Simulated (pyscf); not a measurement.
PySCF, gas phase, ωB97X-D3(BJ)/def2-SVP geometries. MP2 and CC: frozen core, UHF for open shells. ΔMP2 is the change of the MP2 total energy from the triple- to the quadruple-zeta basis.

SMILES: Br
```xyz
2

Br     0.1979    -0.1936     0.7182
H     -0.6882     0.4680     1.6072
```

Q: How much does it cost (ΔH, 298 K, CCSD(T)/def2-TZVPP + ΔMP2(QZVPP)) to split HBr at its Br–H bond into Br• + H•?

A: Br–H to Br• + H•: 3.95 eV. The CCSD(T) − MP2 part came from Ansatz, without density fitting, on the same reference. The frozen core leaves the outer d or s,p core shells of the metals and heavy elements correlated in the MP2 and CC values, and def2-TZVPP describes them poorly, which can shift differences by a few kcal/mol. Left out: the spin-orbit lowering of Br, which is large for Br, Se, Te and I. Elements up to Kr have no core potential and no relativistic terms here.
